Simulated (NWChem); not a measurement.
Molecule: silicon monoxide (SiO, singlet); SMILES [Si]=O

Program: NWChem. Pople sets run with spherical d functions. Low-valent species are run as closed-shell singlets; no triplet was tried in these runs. Coordinates come from a PBE0/def2-SVP optimisation. B3LYP is NWChem's, with the RPA form of VWN correlation.

Problem. Taking B3LYP/aug-cc-pVTZ as the yardstick, which of these has the fewest basis functions while keeping “dipole (D)” within 0.1 D of it: B3LYP/def2-TZVP; B3LYP/def2-SVPD; B3LYP/6-31+G*; B3LYP/6-311++G**; B3LYP/def2-SVP; B3LYP/STO-3G; B3LYP/3-21G; B3LYP/6-31G*?

Solution. B3LYP/6-31+G*.
| level | basis functions | dipole (D) |
|---|---|---|
| B3LYP/STO-3G | 14 | 1.29 |
| B3LYP/3-21G | 22 | 2.00 |
| B3LYP/6-31G* | 32 | 2.63 |
| B3LYP/def2-SVP | 32 | 2.67 |
| B3LYP/6-31+G* | 40 | 3.22 |
| B3LYP/def2-SVPD | 47 | 3.24 |
| B3LYP/6-311++G** | 52 | 3.29 |
| B3LYP/def2-TZVP | 68 | 3.15 |
| B3LYP/aug-cc-pVTZ | 96 | 3.21 |

The yardstick is one finite set, not the basis-set limit.
